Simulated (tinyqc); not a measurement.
Inside a calculation (part 3 of 3). Method: UHF in the sto-3g basis, for OH+, spin multiplicity 3. Computed by tinyqc, a small Python program that keeps every step (integrals from PySCF). Command: `OMP_NUM_THREADS=1 python tinyqc.py 22324 22325 out.jsonl` (the two numbers bound the seeds that draw the settings). One thread of a shared host (Intel(R) Xeon(R) Processor @ 2.60GHz), about 0.3 s of CPU time with the checks.

Geometry (angstrom):
```
atom         x         y         z
O     0.000000  0.000000  0.000000
H     0.000000  0.000000  1.917000
```

## Iteration 4: building the Fock matrix

D(alpha) after iteration 3:
```
            1O 1s      1O 2s    1O 2px    1O 2py     1O 2pz      2H 1s
1O 1s    1.059327  -0.250725  0.000000  0.000000   0.002814   0.000419
1O 2s   -0.250725   1.059782  0.000000  0.000000  -0.013888  -0.006216
1O 2px   0.000000   0.000000  1.000000  0.000000   0.000000   0.000000
1O 2py   0.000000   0.000000  0.000000  1.000000   0.000000   0.000000
1O 2pz   0.002814  -0.013888  0.000000  0.000000   0.939475   0.126673
2H 1s    0.000419  -0.006216  0.000000  0.000000   0.126673   0.036442
```

D(beta) after iteration 3:
```
            1O 1s      1O 2s    1O 2px    1O 2py     1O 2pz      2H 1s
1O 1s    1.059203  -0.250195  0.000000  0.000000   0.007400  -0.000774
1O 2s   -0.250195   1.057582  0.000000  0.000000  -0.035000  -0.004018
1O 2px   0.000000   0.000000  0.000000  0.000000   0.000000   0.000000
1O 2py   0.000000   0.000000  0.000000  0.000000   0.000000   0.000000
1O 2pz   0.007400  -0.035000  0.000000  0.000000   0.805368   0.236930
2H 1s   -0.000774  -0.004018  0.000000  0.000000   0.236930   0.150671
```

core Hamiltonian H = T + V (hartree):
```
             1O 1s      1O 2s     1O 2px     1O 2py     1O 2pz      2H 1s
1O 1s   -31.891299  -7.416431   0.000000   0.000000  -0.003870  -0.191857
1O 2s    -7.416431  -8.519834   0.000000   0.000000  -0.048855  -0.556302
1O 2px    0.000000   0.000000  -6.720519   0.000000   0.000000   0.000000
1O 2py    0.000000   0.000000   0.000000  -6.720519   0.000000   0.000000
1O 2pz   -0.003870  -0.048855   0.000000   0.000000  -6.739258  -0.494705
2H 1s    -0.191857  -0.556302   0.000000   0.000000  -0.494705  -2.673663
```

Two-electron integrals (ij|kl) in chemists' order, unique and non-zero (hartree):
```
(11|11) 4.785065   (21|11) 0.741380   (21|21) 0.136873   (22|11) 1.118947
(22|21) 0.256633   (22|22) 0.817206   (31|31) 0.024477   (32|31) 0.037809
(32|32) 0.180518   (33|11) 1.115814   (33|21) 0.256684   (33|22) 0.817023
(33|33) 0.880159   (41|41) 0.024477   (42|41) 0.037809   (42|42) 0.180518
(43|43) 0.047444   (44|11) 1.115814   (44|21) 0.256684   (44|22) 0.817023
(44|33) 0.785270   (44|44) 0.880159   (51|51) 0.024477   (52|51) 0.037809
(52|52) 0.180518   (53|53) 0.047444   (54|54) 0.047444   (55|11) 1.115814
(55|21) 0.256684   (55|22) 0.817023   (55|33) 0.785270   (55|44) 0.785270
(55|55) 0.880159   (61|11) 0.019207   (61|21) 0.003520   (61|22) 0.006572
(61|33) 0.006563   (61|44) 0.006563   (61|51) 0.000158   (61|52) 0.000299
(61|55) 0.006592   (61|61) 0.000092   (62|11) 0.061898   (62|21) 0.014442
(62|22) 0.053108   (62|33) 0.052217   (62|44) 0.052217   (62|51) 0.001073
(62|52) 0.009258   (62|55) 0.054836   (62|61) 0.000379   (62|62) 0.004966
(63|31) 0.001308   (63|32) 0.008339   (63|53) 0.001841   (63|63) 0.000626
(64|41) 0.001308   (64|42) 0.008339   (64|54) 0.001841   (64|64) 0.000626
(65|11) 0.054264   (65|21) 0.012796   (65|22) 0.050206   (65|33) 0.048300
(65|44) 0.048300   (65|51) 0.002008   (65|52) 0.015476   (65|55) 0.053963
(65|61) 0.000345   (65|62) 0.005681   (65|65) 0.007019   (66|11) 0.275876
(66|21) 0.065295   (66|22) 0.275398   (66|33) 0.269495   (66|44) 0.269495
(66|51) 0.003843   (66|52) 0.047966   (66|55) 0.287143   (66|61) 0.001708
(66|62) 0.037108   (66|65) 0.049340   (66|66) 0.774606
```

nuclear repulsion = 2.20835560 hartree

J_ij = sum D_kl (ij|kl) with D = D(alpha) + D(beta), K_ij = sum D_kl (ik|jl) for each spin; F = H + J - K(s); E = tr D H + tr D J / 2 - 0.5 sum_s tr D(s) K(s) + E_nn.

Coulomb J (hartree):
```
            1O 1s     1O 2s    1O 2px    1O 2py     1O 2pz     2H 1s
1O 1s   16.032126  2.959364  0.000000  0.000000  -0.001039  0.076242
1O 2s    2.959364  6.990310  0.000000  0.000000   0.003162  0.439316
1O 2px   0.000000  0.000000  6.956742  0.000000   0.000000  0.000000
1O 2py   0.000000  0.000000  0.000000  6.956742   0.000000  0.000000
1O 2pz  -0.001039  0.003162  0.000000  0.000000   7.034786  0.411948
2H 1s    0.076242  0.439316  0.000000  0.000000   0.411948  2.317611
```

exchange K(alpha) (hartree):
```
           1O 1s      1O 2s    1O 2px    1O 2py     1O 2pz     2H 1s
1O 1s   4.914207   0.853696  0.000000  0.000000   0.000163  0.024012
1O 2s   0.853696   1.414873  0.000000  0.000000  -0.004275  0.091604
1O 2px  0.000000   0.000000  1.170844  0.000000   0.000000  0.000000
1O 2py  0.000000   0.000000  0.000000  1.170844   0.000000  0.000000
1O 2pz  0.000163  -0.004275  0.000000  0.000000   1.133793  0.101789
2H 1s   0.024012   0.091604  0.000000  0.000000   0.101789  0.053128
```

exchange K(beta) (hartree):
```
           1O 1s      1O 2s    1O 2px    1O 2py     1O 2pz     2H 1s
1O 1s   4.861875   0.773181  0.000000  0.000000   0.000126  0.021557
1O 2s   0.773181   1.030893  0.000000  0.000000  -0.015469  0.082241
1O 2px  0.000000   0.000000  0.237028  0.000000   0.000000  0.000000
1O 2py  0.000000   0.000000  0.000000  0.237028   0.000000  0.000000
1O 2pz  0.000126  -0.015469  0.000000  0.000000   0.933273  0.127589
2H 1s   0.021557   0.082241  0.000000  0.000000   0.127589  0.150210
```

F(alpha) (hartree):
```
             1O 1s      1O 2s     1O 2px     1O 2py     1O 2pz      2H 1s
1O 1s   -20.773380  -5.310763   0.000000   0.000000  -0.005072  -0.139627
1O 2s    -5.310763  -2.944396   0.000000   0.000000  -0.041418  -0.208589
1O 2px    0.000000   0.000000  -0.934620   0.000000   0.000000   0.000000
1O 2py    0.000000   0.000000   0.000000  -0.934620   0.000000   0.000000
1O 2pz   -0.005072  -0.041418   0.000000   0.000000  -0.838265  -0.184546
2H 1s    -0.139627  -0.208589   0.000000   0.000000  -0.184546  -0.409181
```

F(beta) (hartree):
```
             1O 1s      1O 2s     1O 2px     1O 2py     1O 2pz      2H 1s
1O 1s   -20.721048  -5.230248   0.000000   0.000000  -0.005036  -0.137172
1O 2s    -5.230248  -2.560416   0.000000   0.000000  -0.030224  -0.199226
1O 2px    0.000000   0.000000  -0.000805   0.000000   0.000000   0.000000
1O 2py    0.000000   0.000000   0.000000  -0.000805   0.000000   0.000000
1O 2pz   -0.005036  -0.030224   0.000000   0.000000  -0.637746  -0.210345
2H 1s    -0.137172  -0.199226   0.000000   0.000000  -0.210345  -0.506262
```

total energy of this density = -73.85072630 hartree

This density is a damped mixture and is not idempotent.

## Iteration 4: DIIS over 4 matrices

error matrix X^T (FDS - SDF) X (alpha):
```
           1          2         3         4          5          6
1   0.000000   0.000125  0.000000  0.000000   0.000016  -0.008009
2  -0.000125   0.000000  0.000000  0.000000   0.000925   0.017444
3   0.000000   0.000000  0.000000  0.000000   0.000000   0.000000
4   0.000000   0.000000  0.000000  0.000000   0.000000   0.000000
5  -0.000016  -0.000925  0.000000  0.000000   0.000000   0.032030
6   0.008009  -0.017444  0.000000  0.000000  -0.032030   0.000000
```

B (overlaps of the stored error matrices):
```
               1              2              3              4
1  3.2671243e-02  3.0093361e-02  2.2887459e-02  1.7783513e-02
2  3.0093361e-02  2.7977096e-02  2.1441267e-02  1.6795168e-02
3  2.2887459e-02  2.1441267e-02  1.6608286e-02  1.3169693e-02
4  1.7783513e-02  1.6795168e-02  1.3169693e-02  1.0599722e-02
```

Minimise |sum c_i e_i|^2 with sum c_i = 1: solve [B -1; -1 0][c; lambda] = [0; -1] with B_ij = tr e_i^T e_j summed over both spins, and take F = sum c_i F_i.

DIIS coefficients: 2.530014  -8.215957  9.297957  -2.612014

extrapolated F(alpha) (hartree):
```
             1O 1s      1O 2s     1O 2px     1O 2py     1O 2pz      2H 1s
1O 1s   -20.995768  -5.357134   0.000000   0.000000  -0.006641  -0.141292
1O 2s    -5.357134  -3.064266   0.000000   0.000000  -0.029112  -0.224548
1O 2px    0.000000   0.000000  -1.064331   0.000000   0.000000   0.000000
1O 2py    0.000000   0.000000   0.000000  -1.064331   0.000000   0.000000
1O 2pz   -0.006641  -0.029112   0.000000   0.000000  -0.890983  -0.232216
2H 1s    -0.141292  -0.224548   0.000000   0.000000  -0.232216  -0.387228
```

extrapolated F(beta) (hartree):
```
             1O 1s      1O 2s     1O 2px     1O 2py     1O 2pz      2H 1s
1O 1s   -20.943179  -5.276353   0.000000   0.000000  -0.006442  -0.138564
1O 2s    -5.276353  -2.677059   0.000000   0.000000  -0.011058  -0.212406
1O 2px    0.000000   0.000000  -0.129757   0.000000   0.000000   0.000000
1O 2py    0.000000   0.000000   0.000000  -0.129757   0.000000   0.000000
1O 2pz   -0.006442  -0.011058   0.000000   0.000000  -0.678474  -0.238203
2H 1s    -0.138564  -0.212406   0.000000   0.000000  -0.238203  -0.493029
```

## Iteration 4: diagonalisation and new density

X:
```
            1O 1s      1O 2s    1O 2px    1O 2py     1O 2pz      2H 1s
1O 1s    1.021975  -0.123120  0.000000  0.000000  -0.000455   0.005247
1O 2s   -0.123120   1.025159  0.000000  0.000000   0.003436  -0.046537
1O 2px   0.000000   0.000000  1.000000  0.000000   0.000000   0.000000
1O 2py   0.000000   0.000000  0.000000  1.000000   0.000000   0.000000
1O 2pz  -0.000455   0.003436  0.000000  0.000000   1.003635  -0.049461
2H 1s    0.005247  -0.046537  0.000000  0.000000  -0.049461   1.006764
```

overlap S:
```
           1O 1s     1O 2s    1O 2px    1O 2py    1O 2pz     2H 1s
1O 1s   1.000000  0.236704  0.000000  0.000000  0.000000  0.006067
1O 2s   0.236704  1.000000  0.000000  0.000000  0.000000  0.089857
1O 2px  0.000000  0.000000  1.000000  0.000000  0.000000  0.000000
1O 2py  0.000000  0.000000  0.000000  1.000000  0.000000  0.000000
1O 2pz  0.000000  0.000000  0.000000  0.000000  1.000000  0.097816
2H 1s   0.006067  0.089857  0.000000  0.000000  0.097816  1.000000
```

Diagonalise F' = X^T F X, C = X C', fill 5 alpha and 3 beta electrons from the bottom; D(s) = C_occ C_occ^T; the new density keeps 0.7 of the old one (damping). Each column has its largest component positive (the first on a tie).

F' = X^T F X (alpha) (hartree):
```
            1          2          3          4          5          6
1  -20.628205  -2.660828   0.000000   0.000000  -0.006221   0.008861
2   -2.660828  -2.167499   0.000000   0.000000  -0.018859  -0.096056
3    0.000000   0.000000  -1.064331   0.000000   0.000000   0.000000
4    0.000000   0.000000   0.000000  -1.064331   0.000000   0.000000
5   -0.006221  -0.018859   0.000000   0.000000  -0.875514  -0.171226
6    0.008861  -0.096056   0.000000   0.000000  -0.171226  -0.356718
```

orbital energies (alpha) (hartree): MO1 -21.004074, MO2 -1.799018, MO3 -1.064331, MO4 -1.064331, MO5 -0.924647, MO6 -0.300196

coefficients C (alpha):
```
              MO1        MO2       MO3        MO4        MO5        MO6
1O 1s    0.994708  -0.263734  0.000000   0.000000   0.014018   0.020542
1O 2s    0.021472   1.026032  0.000000   0.000000  -0.062248  -0.105879
1O 2px   0.000000   0.000000  0.999615  -0.027730   0.000000   0.000000
1O 2py   0.000000   0.000000  0.027730   0.999615   0.000000   0.000000
1O 2pz   0.000460   0.032369  0.000000   0.000000   0.947987  -0.331684
2H 1s   -0.001104   0.022642  0.000000   0.000000   0.237231   0.980520
```

F' = X^T F X (beta) (hartree):
```
            1          2          3          4          5          6
1  -20.587726  -2.630446   0.000000   0.000000  -0.008313   0.008317
2   -2.630446  -1.781382   0.000000   0.000000   0.001156  -0.097477
3    0.000000   0.000000  -0.129757   0.000000   0.000000   0.000000
4    0.000000   0.000000   0.000000  -0.129757   0.000000   0.000000
5   -0.008313   0.001156   0.000000   0.000000  -0.660997  -0.183407
6    0.008317  -0.097477   0.000000   0.000000  -0.183407  -0.463064
```

orbital energies (beta) (hartree): MO1 -20.948722, MO2 -1.430616, MO3 -0.766980, MO4 -0.346851, MO5 -0.129757, MO6 -0.129757

coefficients C (beta):
```
              MO1        MO2        MO3        MO4        MO5       MO6
1O 1s    0.995746  -0.258929   0.020415   0.025448   0.000000  0.000000
1O 2s    0.017396   1.021678  -0.094065  -0.123741   0.000000  0.000000
1O 2px   0.000000   0.000000   0.000000   0.000000   1.000000  0.000434
1O 2py   0.000000   0.000000   0.000000   0.000000  -0.000434  1.000000
1O 2pz   0.000406   0.020334   0.842234  -0.547696   0.000000  0.000000
2H 1s   -0.000898   0.057637   0.462387   0.895035   0.000000  0.000000
```

D(alpha) after iteration 4:
```
            1O 1s      1O 2s    1O 2px    1O 2py     1O 2pz      2H 1s
1O 1s    1.059288  -0.250542  0.000000  0.000000   0.003533  -0.000830
1O 2s   -0.250542   1.058971  0.000000  0.000000  -0.017458  -0.001819
1O 2px   0.000000   0.000000  1.000000  0.000000   0.000000   0.000000
1O 2py   0.000000   0.000000  0.000000  1.000000   0.000000   0.000000
1O 2pz   0.003533  -0.017458  0.000000  0.000000   0.927551   0.156359
2H 1s   -0.000830  -0.001819  0.000000  0.000000   0.156359   0.042547
```

D(beta) after iteration 4:
```
            1O 1s      1O 2s    1O 2px    1O 2py     1O 2pz      2H 1s
1O 1s    1.059133  -0.249878  0.000000  0.000000   0.008880  -0.002456
1O 2s   -0.249878   1.056200  0.000000  0.000000  -0.042033   0.001800
1O 2px   0.000000   0.000000  0.000000  0.000000   0.000000   0.000000
1O 2py   0.000000   0.000000  0.000000  0.000000   0.000000   0.000000
1O 2pz   0.008880  -0.042033  0.000000  0.000000   0.776689   0.283034
2H 1s   -0.002456   0.001800  0.000000  0.000000   0.283034   0.170607
```

Within a degenerate level the vectors are fixed only up to a rotation; this is one choice.

## Convergence

Stop when the energy changes by less than 1e-10 hartree and every element of the error matrix X^T (F D S - S D F) X (for each spin) is below 3e-06.

Course of the cycle:
```
iteration   E (hartree)     change  largest element of the error matrix
1          -73.79973916          -                             7.49e-02
2          -73.81700267  -1.73e-02                             7.64e-02
3          -73.83313731  -1.61e-02                             6.54e-02
4          -73.85072630  -1.76e-02                             5.78e-02
5          -73.86593882  -1.52e-02                             5.26e-02
6          -73.87532377  -9.38e-03                             4.40e-02
7          -73.88770105  -1.24e-02                             3.95e-02
8          -73.87305845   1.46e-02                             1.83e-02
9          -73.82659290   4.65e-02                             3.44e-02
10         -73.75816885   6.84e-02                             5.52e-02
11         -73.79971875  -4.15e-02                             3.43e-02
12         -73.83041506  -3.07e-02                             2.60e-02
13         -73.85011836  -1.97e-02                             2.34e-02
14         -73.86420647  -1.41e-02                             1.87e-02
...                 ...        ...                                  ...
40         -73.85079820   2.21e-02                             3.33e-02
41         -73.86241253  -1.16e-02                             2.59e-02
42         -73.85124968   1.12e-02                             4.17e-02
43         -73.82970142   2.15e-02                             4.14e-02
44         -73.82922554   4.76e-04                             4.08e-02
45         -73.84463695  -1.54e-02                             3.69e-02
46         -73.85724483  -1.26e-02                             2.96e-02
47         -73.86440291  -7.16e-03                             2.40e-02
48         -73.86711824  -2.72e-03                             2.29e-02
49         -73.87082003  -3.70e-03                             1.85e-02
50         -73.87440230  -3.58e-03                             1.58e-02
51         -73.87871377  -4.31e-03                             1.33e-02
52         -73.88170099  -2.99e-03                             1.15e-02
53         -73.88340559  -1.70e-03                             1.10e-02
```

PySCF UHF in the same basis, after a stability check = -73.94045813 hartree

Not converged within the cap of 53 iterations: the residual falls steadily but slowly, by a factor of about 0.89 a step. Reruns (cap 100 unless said): DIIS 8: converged in 18; damping 0.5: converged in 66; level shift 0.5: converged in 70; atomic densities as start, DIIS 8: converged in 20; the original settings with a cap of 400: not converged.
